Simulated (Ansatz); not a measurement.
**SiNH4F (SMILES N[SiH2]F) at 6 levels**

Aim: a comparison of 6 runs (HF/3-21G, B3LYP/6-31G*, PBE/def2-TZVP, CCSDT/ANO-RCC-MB, CCSDTQ/MINI, CCSD(T)/cc-pVDZ) of SiNH4F. 

The calculation is run with Ansatz 0.2.0.

8 further runs of the same task are left out: 4 for a known fault of the program, 4 set aside as unsound or not needed.

## Step 1: The system as given

SiNH4F has 7 atoms, charge 0, and is taken as a singlet. As SMILES, `N[SiH2]F`. Geometry: relaxed at PBE0-D4/def2-TZVP. This is one conformer, not always the lowest.

Bond lengths: N1–Si2 1.696 Å, Si2–F3 1.605 Å, N1–H4 1.006 Å, N1–H5 1.006 Å, Si2–H6 1.479 Å, Si2–H7 1.479 Å. Angles: N1–Si2–F3 114.6°, N1–Si2–H6 108.3°, N1–Si2–H7 108.3°, F3–Si2–H6 105.8°, F3–Si2–H7 105.8°, Si2–N1–H4 122.0°, Si2–N1–H5 122.0°, H6–Si2–H7 114.0°, H4–N1–H5 111.8°.

## Step 2: Energy and gradient at HF/3-21G (run 1)

input.yaml reads:

```yaml
basis:
  gaussian:
    orbitals: 3-21G.json
crystal:
  periodic: [false, false, false]
  atoms:
    - {symbol: N, position_ang: [-0.761500, 0.339000, -0.625200]}
    - {symbol: Si, position_ang: [0.531100, -0.115700, 0.373400]}
    - {symbol: F, position_ang: [0.515100, -1.653900, 0.829800]}
    - {symbol: H, position_ang: [-0.786600, 0.105100, -1.603600]}
    - {symbol: H, position_ang: [-1.682200, 0.513500, -0.258400]}
    - {symbol: H, position_ang: [0.455900, 0.676200, 1.620700]}
    - {symbol: H, position_ang: [1.789400, 0.068000, -0.382300]}
hamiltonian:
  xc: hf
accuracy: high
output: {forces: true, orbitals: {seedname: orbitals}}
```

The basis set 3-21G is read from a file made from the Basis Set Exchange's data (not shown).

On the command line:

```sh
$ ansatz run input.yaml --threads 1 --pin off --max-ram 2610MiB --events-out events.jsonl --progress --plain --runs-dir runs
```

The program printed:

```text
Warning: RAYON_NUM_THREADS=1 ignored (pool sized by the plan → 1); use --threads N
Functional definition: HF
  name "HF"
  exchange = exact_x
  correlation = 0
874 factors; integrals over basis functions are off by at most 1.0e-8 eV
mean field evaluation 1: about -12048.4633 eV, gradient 3.2e1 eV
mean field evaluation 2: about -12048.6844 eV, gradient 3.3e1 eV
mean field evaluation 4: about -12050.6385 eV, gradient 1.4e0 eV
mean field evaluation 8: about -12050.6583 eV, gradient 6.7e-5 eV
mean field -12050.65828272 eV, -442.8535236603 hartree, gradient 4.0e-8 eV, S^2 0.000000; 0 other end points of the search recorded, 0 dependent functions left out
the calculation of the forces begins
reference -12050.65828272 eV, -442.8535236603 hartree; 17, 17 occupied and 22, 22 virtual orbitals, 874 factors
Total energy: -12050.65828272 eV, -442.8535236603 hartree
Atom 0 at    -0.761500     0.339000    -0.625200 Å, force    -1.072633    -0.316290    -0.616426 eV/Å
Atom 1 at     0.531100    -0.115700     0.373400 Å, force     0.968759     1.028469     0.335374 eV/Å
Atom 2 at     0.515100    -1.653900     0.829800 Å, force    -0.128179    -1.213855     0.283204 eV/Å
Atom 3 at    -0.786600     0.105100    -1.603600 Å, force     0.034230     0.237782     0.166300 eV/Å
Atom 4 at    -1.682200     0.513500    -0.258400 Å, force     0.222988     0.152177    -0.115265 eV/Å
Atom 5 at     0.455900     0.676200     1.620700 Å, force     0.047429     0.027872    -0.117567 eV/Å
Atom 6 at     1.789400     0.068000    -0.382300 Å, force    -0.072595     0.083845     0.064379 eV/Å
Dipole moment:    -0.257102     0.262000    -0.250795 e Å
```

It took 0.52 s on 1 thread of Intel Xeon Platinum 8488C (Sapphire Rapids), shared host; peak memory 0.1 GiB.

## Step 3: Energy and forces at B3LYP/6-31G(d) (spherical functions) (run 2)

Edit input.yaml of step 2 so:

```diff
@@ -1,4 +1 @@
-basis:
-  gaussian:
-    orbitals: 3-21G.json
 crystal:
@@ -13,5 +10,8 @@
     - {symbol: H, position_ang: [1.789400, 0.068000, -0.382300]}
+basis:
+  gaussian:
+    orbitals: 6-31G_st_-spherical.json
+output: {forces: true, orbitals: {seedname: orbitals}}
 hamiltonian:
-  xc: hf
+  xc: {name: B3LYP}
 accuracy: high
-output: {forces: true, orbitals: {seedname: orbitals}}
```

The basis set 6-31G* is read from a file made from the Basis Set Exchange's data (not shown).

On the command line:

```sh
$ ansatz run input.yaml --threads 1 --pin off --max-ram 2610MiB --events-out events.jsonl --progress --plain --runs-dir runs
```

The program printed, cut to the lines that bear on the results:

```text
Warning: RAYON_NUM_THREADS=1 ignored (pool sized by the plan → 1); use --threads N
Functional definition: B3LYP
  name "B3LYP"
[...]
1206 factors; integrals over basis functions are off by at most 3.5e-9 eV
[...]
mean field -12151.75540804 eV, -446.5687744898 hartree, gradient 1.8e-8 eV, S^2 0.000000; 0 other end points of the search recorded, 0 dependent functions left out
[...]
reference -12151.75544388 eV, -446.5687758069 hartree; 17, 17 occupied and 37, 37 virtual orbitals, 1206 factors
Total energy: -12151.75544388 eV, -446.5687758069 hartree
Atom 0 at    -0.761500     0.339000    -0.625200 Å, force    -0.116541     0.226789    -0.144793 eV/Å
Atom 1 at     0.531100    -0.115700     0.373400 Å, force     0.370599     0.209866     0.185657 eV/Å
Atom 2 at     0.515100    -1.653900     0.829800 Å, force    -0.015046    -0.593068     0.170017 eV/Å
Atom 3 at    -0.786600     0.105100    -1.603600 Å, force    -0.014290    -0.065015    -0.254721 eV/Å
Atom 4 at    -1.682200     0.513500    -0.258400 Å, force    -0.242389     0.039464     0.089796 eV/Å
Atom 5 at     0.455900     0.676200     1.620700 Å, force    -0.009608     0.098796     0.003905 eV/Å
Atom 6 at     1.789400     0.068000    -0.382300 Å, force     0.027275     0.083168    -0.049860 eV/Å
Dipole moment:    -0.277369     0.203398    -0.246483 e Å
```

Run time: 3.6 s. Hardware: 1 thread of Intel Xeon Platinum 8488C (Sapphire Rapids), shared host; peak memory 0.17 GiB.

## Step 4: Energy and forces at PBE/def2-TZVP (run 3)

molecule.yaml reads:

```yaml
crystal:
  periodic: [false, false, false]
  atoms:
    - {symbol: N, position_ang: [-0.761500, 0.339000, -0.625200]}
    - {symbol: Si, position_ang: [0.531100, -0.115700, 0.373400]}
    - {symbol: F, position_ang: [0.515100, -1.653900, 0.829800]}
    - {symbol: H, position_ang: [-0.786600, 0.105100, -1.603600]}
    - {symbol: H, position_ang: [-1.682200, 0.513500, -0.258400]}
    - {symbol: H, position_ang: [0.455900, 0.676200, 1.620700]}
    - {symbol: H, position_ang: [1.789400, 0.068000, -0.382300]}
basis:
  gaussian:
    orbitals: def2-TZVP
total_charge: 0
hamiltonian:
  xc: pbe
accuracy: high
output: {forces: true, orbitals: {seedname: orbitals}}
```

On the command line:

```sh
$ ansatz run molecule.yaml --threads 1 --pin off --max-ram 2610MiB --events-out events.jsonl --progress --plain --runs-dir runs
```

The program printed, cut to the lines that bear on the results:

```text
Warning: RAYON_NUM_THREADS=1 ignored (pool sized by the plan → 1); use --threads N
Functional definition: PBE
  name "PBE"
[...]
2184 factors; integrals over basis functions are off by at most 3.9e-9 eV
[...]
mean field -12145.70409378 eV, -446.3463927924 hartree, gradient 5.0e-8 eV, S^2 0.000000; 0 other end points of the search recorded, 0 dependent functions left out
[...]
reference -12145.70409741 eV, -446.3463929258 hartree; 17, 17 occupied and 106, 106 virtual orbitals, 2184 factors
Total energy: -12145.70409741 eV, -446.3463929258 hartree
Atom 0 at    -0.761500     0.339000    -0.625200 Å, force     0.056985     0.156078    -0.007829 eV/Å
Atom 1 at     0.531100    -0.115700     0.373400 Å, force     0.165529     0.336779     0.010465 eV/Å
Atom 2 at     0.515100    -1.653900     0.829800 Å, force     0.011338    -0.617941     0.195139 eV/Å
Atom 3 at    -0.786600     0.105100    -1.603600 Å, force    -0.014705    -0.083943    -0.372471 eV/Å
Atom 4 at    -1.682200     0.513500    -0.258400 Å, force    -0.349701     0.069267     0.132564 eV/Å
Atom 5 at     0.455900     0.676200     1.620700 Å, force    -0.015778     0.106280     0.142029 eV/Å
Atom 6 at     1.789400     0.068000    -0.382300 Å, force     0.146331     0.033480    -0.099896 eV/Å
Dipole moment:    -0.266444     0.206385    -0.240104 e Å
```

It took 7.5 s on 1 thread of Intel Xeon Platinum 8488C (Sapphire Rapids), shared host; peak memory 0.33 GiB.

Runs 4 to 5 aren't shown in full; the table further down has their settings and results.

## Step 5: Energy and forces at CCSD(T)/cc-pVDZ (run 6)

Edit molecule.yaml of step 4 so:

```diff
@@ -3,3 +3,3 @@
   atoms:
-    - {symbol: N, position_ang: [-0.761500, 0.339000, -0.625200]}
+    - {symbol: "N", position_ang: [-0.761500, 0.339000, -0.625200]}
     - {symbol: Si, position_ang: [0.531100, -0.115700, 0.373400]}
@@ -12,7 +12,9 @@
   gaussian:
-    orbitals: def2-TZVP
-total_charge: 0
-hamiltonian:
-  xc: pbe
+    orbitals: cc-pVDZ
+correlation:
+  method: ccsd_t
+  frozen_orbitals: {F: 1, H: 0, "N": 1, Si: 5}
 accuracy: high
+scf:
+  omitted_lower_state_checks: [cluster_reference, increment]
 output: {forces: true, orbitals: {seedname: orbitals}}
```

On the command line:

```sh
$ ansatz run molecule.yaml --threads 1 --pin off --max-ram 2610MiB --events-out events.jsonl --progress --plain --runs-dir runs
```

The program printed:

```text
Warning: RAYON_NUM_THREADS=1 ignored (pool sized by the plan → 1); use --threads N
[... 11 lines left out ...]
7 core orbitals not correlated: weight in the atoms' cores, before any rotation towards them, 1.000 or more for the frozen orbitals, at most 0.000 for the correlated occupied ones
[... 26 lines left out ...]
Total energy: -12129.04455773 eV, -445.7341661349 hartree
[... 7 lines left out ...]
Dipole moment:    -0.273664     0.230147    -0.252132 e Å
Checks for a lower state left out: cluster_reference, increment
```

It took 15 s on 1 thread of Intel Xeon Platinum 8488C (Sapphire Rapids), shared host; peak memory 0.41 GiB.

## Step 6: The series

```csv
run,level,frozen core orbitals,accuracy,energy (Eh),dipole moment (D),HOMO energy (eV),LUMO energy (eV),wall time
1,HF/3-21G,–,high,-442.853524,2.14,-11.51,5.60,0.52 s
2,B3LYP/6-31G* (spherical functions),–,high,-446.568776,2.03,-7.50,1.21,3.6 s
3,PBE/def2-TZVP,–,high,-446.346393,1.99,-6.65,-0.24,7.5 s
4,CCSDT/ANO-RCC-MB (sfX2C),7,high,-445.855184,2.19,-12.31,7.56,7.8 s
5,CCSDTQ/MINI,7,medium,-442.637238,2.15,-12.64,6.86,29 s
6,CCSD(T)/cc-pVDZ,7,high,-445.734166,2.10,-11.68,4.50,15 s
```

## Step 7: What came out

```
                                          quantity          value
                               run 6: total energy  -445.73417 Eh
         run 6: dipole moment (correlated density)         2.10 D
        run 6: HOMO energy (Hartree–Fock orbitals)      -11.68 eV
        run 6: LUMO energy (Hartree–Fock orbitals)        4.50 eV
      run 6: HOMO–LUMO gap (Hartree–Fock orbitals)       16.18 eV
run 6: correlation energy (7 core orbitals frozen)     -497.9 mEh
                             run 6: (T) correction      -9.28 mEh
                              run 6: T1 diagnostic          0.011
                   run 6: largest force on an atom     1.971 eV/Å
```

What this shows: The dipole moment (its size) runs from 1.99 D (PBE/def2-TZVP) to 2.19 D (CCSDT/ANO-RCC-MB). The two ends differ in method and basis and Hamiltonian. Over runs 1, 2, 3 the HOMO–LUMO gap runs from 6.41 eV (PBE/def2-TZVP) to 17.11 eV (HF/3-21G). The two ends differ in method and basis. Totals of different functionals can't be ranked against each other. Some runs of one species differ in core potentials or relativity; totals across that change don't compare. In runs 4, 5 the basis is minimal, so the values are rough. All runs together took 64 s, the longest 29 s.
